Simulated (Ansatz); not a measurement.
Reaction (cleavage of the Al–Si bond): `[OH][AlH][SiH3]` + HCl → `[OH][AlH][Cl]` + SiH₄

Gas-phase electronic energies from Ansatz, PBE0-D4/def2-TZVP geometries. CCSD(T)/CBS is the MP2 limit (def2-TZVPP, def2-QZVPP) plus CCSD(T) − MP2 in def2-TZVPP, frozen cores. This one scheme is used for every species. DFT in def2-TZVPP. One conformer a species, not always the lowest.

`[OH][AlH][SiH3]`:

Cartesian coordinates in Å:
```
O -1.595 -0.054 1.493
Al -0.449 0.758 0.538
Si 0.908 -0.641 -0.942
H -2.181 0.395 2.101
H -0.334 2.339 0.654
H 2.361 -0.372 -0.736
H 0.613 -0.327 -2.371
H 0.677 -2.097 -0.737
```

HCl:

Cartesian coordinates in Å:
```
Cl 0.352 0.203 -0.493
H -0.352 -0.203 0.493
```

`[OH][AlH][Cl]`:

Cartesian coordinates in Å:
```
O -0.395 0.389 -1.163
Al -0.055 -0.387 0.292
Cl 1.175 0.548 1.708
H -0.060 1.251 -1.404
H -0.665 -1.801 0.567
```

SiH₄:

```xyz
5

Si    0.000    0.000    0.000
H    -0.733    0.133   -1.284
H     1.333    0.642   -0.122
H     0.171   -1.438    0.325
H    -0.772    0.663    1.081
```

Problem. Is it downhill or uphill in electronic energy at CCSD(T)/CBS, and by how much? (Estimate.)

Solution. Ansatz gave: Downhill: ΔE = -167.2 kJ/mol.

Problem. What do these levels give: LDA (SPW92), PBE-D4, ωB97X-V, ωB97M-V, B2PLYP, revPBE, BLYP, PBE0, BHLYP, LC-ωPBE, CCSD/def2-SVP, HF/CBS(def2)? (Best estimate.)

Solution. The calculation gave: LDA (SPW92) -148.1, PBE-D4 -148.7, ωB97X-V -166.5, ωB97M-V -172.8, B2PLYP -172.1, revPBE -149.7, BLYP -163.2, PBE0 -156.5, BHLYP -176.9, LC-ωPBE -162.5, CCSD/def2-SVP -170.8, HF/CBS(def2) -187.9 kJ/mol.

Largest T1 diagnostic among the species: 0.014.

From BLYP to BHLYP (50 % exact exchange), in def2-TZVPP and without D4, ΔE moves by −13.7 kJ/mol. Leaving LDA and LC-ωPBE aside and taking each functional with its dispersion term where it has one, the values, not all of them listed here, spread over 26.4 kJ/mol, from BHLYP-D4 to PBE-D4. In def2-TZVPP, CCSD(T) changes the Hartree–Fock value by +22.5 kJ/mol (the triples alone add +1.9 kJ/mol) and MP2 by +11.1 kJ/mol.
